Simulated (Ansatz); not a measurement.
Cost and result for the atomization energy of `[SiH3]Cl` (5 atoms, 4 bonds).

Charge 0, multiplicity 1. All single points use the PBE0-D4/def2-TZVP geometry. Program: Ansatz. All runs use 2 threads of a server CPU on a shared host. Times are those of one run each, without the atoms' runs, and a repeat can differ threefold. Electronic energies, without spin–orbit coupling; frozen cores. CCSD(T)/CBS extrapolates def2-TZVPP and def2-QZVPP, and its time is that of the two runs behind it. T1 = 0.009. HSE06 is the plane-wave form, built on full-range PBE exchange.

CCSD(T)/CBS is a level of theory with its own doubt, some kJ/mol a heavy atom from the limit and from the frozen cores, so smaller differences don't rank the functionals.

```csv
level,functions,wall time
BLYP-D4/def2-TZVPP,126,0.9 s
CCSD(T)/def2-SVP,51,0.91 s
PBE-D4/def2-TZVPP (with forces),126,1.1 s
BHLYP-D4/def2-TZVPP,126,1.2 s
HSE06-D4/def2-TZVPP,126,1.3 s
CAM-B3LYP-D4/def2-TZVPP,126,1.3 s
PBE-QIDH/def2-TZVPP,126,1.9 s
r2SCANh-D4/def2-TZVPP,126,2.3 s
CCSD(T)/def2-TZVPP,126,2.6 s
r2SCAN-D4/def2-TZVPP (with forces),126,2.9 s
ωB97X-V/def2-TZVPP,126,3.5 s
CCSD(T)/def2-QZVPP,230,24 s
CCSD(T)/CBS(def2),–,26 s
```

Question: What atomization energy does each give, and how far from CCSD(T)/CBS? (Best estimate.)

Answer: Ansatz gave: 
| level | atomization (kcal/mol) | difference from CCSD(T)/CBS | per bond |
| --- | --- | --- | --- |
| BLYP-D4/def2-TZVPP | 332.4 | -8.5 | -2.1 |
| CCSD(T)/def2-SVP | 314.3 | -26.6 | -6.6 |
| PBE-D4/def2-TZVPP (with forces) | 333.3 | -7.6 | -1.9 |
| BHLYP-D4/def2-TZVPP | 334.8 | -6.1 | -1.5 |
| HSE06-D4/def2-TZVPP | 333.6 | -7.3 | -1.8 |
| CAM-B3LYP-D4/def2-TZVPP | 338.2 | -2.7 | -0.7 |
| PBE-QIDH/def2-TZVPP | 335.0 | -5.9 | -1.5 |
| r2SCANh-D4/def2-TZVPP | 337.9 | -3.0 | -0.8 |
| CCSD(T)/def2-TZVPP | 331.2 | -9.7 | -2.4 |
| r2SCAN-D4/def2-TZVPP (with forces) | 338.7 | -2.2 | -0.5 |
| ωB97X-V/def2-TZVPP | 341.9 | 1.0 | 0.3 |
| CCSD(T)/def2-QZVPP | 337.0 | -3.9 | -1.0 |
| CCSD(T)/CBS(def2) | 340.9 | 0.0 | 0.0 |

At CCSD(T), def2-SVP lies −26.6 kcal/mol from the extrapolated value and def2-TZVPP −9.7 kcal/mol: correlation converges slowly with the basis, and small sets miss more of it in the bonded molecule than in its fragments. In def2-TZVPP, CCSD(T) changes the Hartree–Fock value by +66.9 kcal/mol (the triples alone add +2.8 kcal/mol) and MP2 by +66.5 kcal/mol; breaking electron pairs costs correlation energy, which Hartree–Fock lacks. From BLYP to BHLYP (50 % exact exchange), in def2-TZVPP and without D4, the atomization energy moves by +4.0 kcal/mol.
